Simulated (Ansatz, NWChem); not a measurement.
**Worked example: the enthalpy of formation of C2H4Cl2 (SMILES CC(Cl)Cl)**

C2H4Cl2: 8 atoms, total charge 0, spin state singlet. SMILES: `CC(Cl)Cl`. Geometry: relaxed at PBE0-D4/def2-TZVP.

Total energies at PBE0/cc-pVDZ (NWChem 7.3.0); the atoms run unrestricted:

| species | state | energy (Eh) |
| --- | --- | --- |
| C2H4Cl2 | singlet | -998.636169 |
| C | triplet | -37.799013 |
| Cl | doublet | -459.990330 |
| H | doublet | -0.500290 |

Harmonic wavenumbers at PBE0-D4/def2-TZVP, in cm⁻¹: 267, 275, 318, 407, 663, 713, 997, 1073, 1112, 1254, 1306, 1406, 1472, 1477, 3065, 3143, 3148, 3165.

Measured heats of formation of the gaseous atoms at 298.15 K, in kJ/mol: C 716.9, Cl 121.3, H 218.0. Spin-orbit lowering of the atoms at 298 K (mean of the ground term's levels less their thermal mean, from spectra), in kJ/mol: C 0.02, Cl 3.44. Take 1 Eh = 2625.50 kJ/mol, 1 cm⁻¹ = 0.0119627 kJ/mol, RT = 2.479 kJ/mol.

Q: What heat of formation follows?

A: 
1. Electronic atomisation energy: 2 × (-37.799013) + 2 × (-459.990330) + 4 × (-0.500290) − (-998.636169) = 1.056323 Eh = 2773.4 kJ/mol.
2. Zero-point energy: half the sum of the wavenumbers, 12630.5 cm⁻¹ = 151.1 kJ/mol.
3. Thermal vibrational enthalpy, Σ hcν̃/(exp(hcν̃/kT) − 1): 5.2 kJ/mol. Translation, rotation and pV of a non-linear molecule: 4 RT = 9.9 kJ/mol.
4. The 8 free atoms carry 5/2 RT each: 49.6 kJ/mol.
5. Spin-orbit coupling lowers the free atoms by 2 × 0.02 + 2 × 3.44 = 6.9 kJ/mol.
6. Atomisation enthalpy at 298 K: 2773.4 − 6.9 − 151.1 − 5.2 − 9.9 + 49.6 = 2649.9 kJ/mol.
7. Sum of the atoms' heats of formation: 2548.4 kJ/mol. Heat of formation: 2548.4 − 2649.9 = -101.5 kJ/mol.

The tabulated value is -127.4 kJ/mol (Active Thermochemical Tables), so this level is off by +25.9 kJ/mol, or 1.0 % of the atomisation enthalpy that the table implies (2675.7 kJ/mol). Anharmonicity and any spin-orbit splitting of the molecule are left out.
